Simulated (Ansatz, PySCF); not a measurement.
System: t-butyl radical, C₄H₉, charge 0, multiplicity 2. It need not be the lowest isomer of its formula. SMILES: C[C](C)C
Geometry: optimised at B3LYP-D3(BJ)/def2-TZVP (Ansatz, a first-principles code).


Quantity: enthalpy of formation at 298 K (from the atomisation energy, B3LYP-D3(BJ)/def2-TZVP harmonic zero-point and thermal terms from PySCF, and the atoms' enthalpies of formation in the G2/97 table; no spin-orbit terms, and no core term in the frozen-core levels), in kJ/mol. Valence correlation only, unless marked. Open shells are spin-unrestricted. No spin-orbit coupling. No relativistic terms. The coupled-cluster limit lacks core correlation, which all-electron functionals hold. CBS(X,Y): correlation extrapolated as X^-3; Hartree-Fock from the larger set. The bracket is a focal-point correction in the basis named.

```tsv
level	program	enthalpy of formation at 298 K (kJ/mol)
PBE0/def2-SVP	Ansatz	-18.9
B2GP-PLYP/def2-TZVPD	Ansatz	123.1
```

Question: What does RI-MP2/CBS(cc-pVTZ,cc-pVQZ)+[CCSD(T)-MP2]/cc-pVDZ (Ansatz) give?

Answer: 57.0 kJ/mol, so B2GP-PLYP/def2-TZVPD differs from it by 66.1 kJ/mol.
